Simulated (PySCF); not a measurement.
Species: C4H9Cl.
Atom-mapped SMILES: `[CH3:1][CH2:2][CH2:3][CH2:4][Cl:5]` (hydrogens: H6, H7, H8 on C1; H9, H10 on C2; H11, H12 on C3; H13, H14 on C4)

Cartesian coordinates in Å at the PBE0-D3(BJ)/def2-TZVP level; atoms count from 1:
```
atom  x, y, z in Å
C1    -1.9449    0.1333   -0.3053
C2    -0.4742   -0.0248   -0.6499
C3     0.4194    0.0247    0.5810
C4     1.8765   -0.1388    0.2207
Cl5    2.9289   -0.0597    1.6612
H6    -2.2805   -0.6654    0.3615
H7    -2.5699    0.1051   -1.2002
H8    -2.1296    1.0846    0.2007
H9    -0.3191   -0.9742   -1.1748
H10   -0.1734    0.7631   -1.3498
H11    0.1316   -0.7634    1.2839
H12    0.2826    0.9761    1.1044
H13    2.2133    0.6493   -0.4531
H14    2.0674   -1.1039   -0.2495
```

Linear response at PBE0/aug-cc-pVTZ (PySCF, frozen core in the response, non-relativistic). Isolated species at its PBE0-D3(BJ)/def2-TZVP geometry (one conformer only).

Static isotropic polarisability: 66.95 au (9.92 Å³), principal values 56.3, 61.2, 83.3 au.

(1) What is the polarisability at 1064 nm and at the sodium D line?

(2) What is the isotropic C6 coefficient between two such molecules, C6 = (3/π)∫α(iω)² dω?

(3) Which effective excitation energy ω̄ makes London's formula C6 = (3/4)α²ω̄ exact here?

(4) What molar refraction at the D line follows from R = (4π/3)·N_A·α′, with α′ the polarisability volume?

(5) How many electrons N does the Slater–Kirkwood formula C6 = (3/4)·√N·α^(3/2) need to give this C6?

(6) The lowest 10 singlets have (eV, f): 7.13, 0.001; 7.14, 0.000; 7.44, 0.018; 7.48, 0.035; 7.75, 0.001; 7.78, 0.000; 7.82, 0.004; 7.84, 0.012; 7.90, 0.019; 7.94, 0.016. What share of the static polarisability do they carry in the sum over states α = Σ f/ω²?

(7) What does −C6/R⁶ come to at R = 10 Å between centres?

Results:

(1) 67.43 au at 1064 nm (+0.7 %), 68.56 au at 589.3 nm (+2.4 %). The rise at 589.3 nm is 3.34 times that at 1064 nm; a pure ω² law gives 3.26. The lowest singlet lies at 174 nm, shorter than both wavelengths.

(2) 1922 au (Eh·bohr⁶) by a ten-point quadrature over imaginary frequencies, which is 1150 eV·Å⁶ or 111 J·nm⁶/mol.

(3) ω̄ = 4·C6/(3α²) = 0.572 Eh = 15.6 eV. A one-pole form α(ω) = α/(1 − ω²/ω̄²) fitted to the 1064 nm value gives 13.8 eV.

(4) α′ = 10.16 Å³ gives R = 25.63 cm³/mol, for isolated, non-vibrating species.

(5) N = (4·C6/3)²/α³ = 21.9; the species has 50 electrons in all.

(6) 1.32 au, 2.0 % of α; the largest term, 0.46 au, is that of the state at 7.48 eV. Their oscillator strengths add up to 0.10. Higher states carry the rest.

(7) -110 J/mol. This is the leading, orientation-averaged term; C8 and higher terms are left out.
